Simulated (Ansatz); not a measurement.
We consider bcc Li, described by PBEsol in Ansatz (PAW).

A relaxed, unreconstructed slab of the (221) face has 18 atoms, two equal faces of 35.351 Å² each and an energy of -3651.5600 eV. A bulk cell of 18 atoms with the same orientation and in-plane k mesh has -3653.9601 eV. Energies are extrapolated to zero smearing.

Run with plane-wave cutoff 500 eV, 12×12×1 k mesh (along the axes of the cell as run), Fermi–Dirac smearing 0.1 eV, scalar-relativistic PAW data made under PBE.

Worked out: γ = (E_slab − N E_bulk per atom)/2A = [-3651.5600 − 18 × (-3653.9601/18)]/(2 × 35.351) = 0.0339 eV/Å². With 16.022 J/m² per eV/Å² this is 0.54 J/m², or 1.20 eV per surface cell and face.

Ansatz is an electronic-structure program.
